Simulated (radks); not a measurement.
# Si²⁺ in [He] 2s2 2p5.5 3s2 4f0.5: an all-electron calculation

One table from this session's results is given with a row withheld; the runs are named, their logs left out.

Method: Dirac Kohn-Sham, BLYP, spin-unpolarised, spherical densities, point nucleus; open shells fill j = l - 1/2 first. Code: radks (a radial shooting solver on a logarithmic mesh, Libxc functionals) version 1.

### The atom as given

* element: silicon (Z = 14)
* charge: +2
* electrons: 12
* configuration: [He] 2s2 2p5.5 3s2 4f0.5

Set-up of the first run:

The run's settings:

```text
Z 14
configuration [He] 2s2 2p5.5 3s2 4f0.5
relativity Dirac
functional b88,lyp
spin unpolarised
j_filling energy
nucleus point
c 137.035999084
```

Command:

```bash
python run_ks.py task.json out
```

This one command runs every case of the session in turn.

Steps of the session up to this table: Self-consistent calculation.

One of the session's tables, all rows but one given; the rest of the session is left out.

It belongs to the step «Shells». Sizes of the orbitals, from the radial functions (bohr):

```
level     <r>  outermost maximum (interpolated)  90 % within  nodes
1s1/2  0.1112                            0.0726        0.199      0
2s1/2  0.5597                             0.451        0.880      1
2p1/2       ?                                 ?            ?      ?
2p3/2  0.5245                             0.382        0.878      0
3s1/2   1.835                              1.60         2.73      2
4f5/2   6.319                              5.65         9.24      0
4f7/2   6.319                              5.65         9.24      0
```

Q: Estimate the row for 2p1/2 from the others.

As computed: <r>: 0.5224; outermost maximum (interpolated): 0.381; 90 % within: 0.875; nodes: 0. In the column «<r>» it lies between 1s1/2 (0.1112) and 2p3/2 (0.5245).
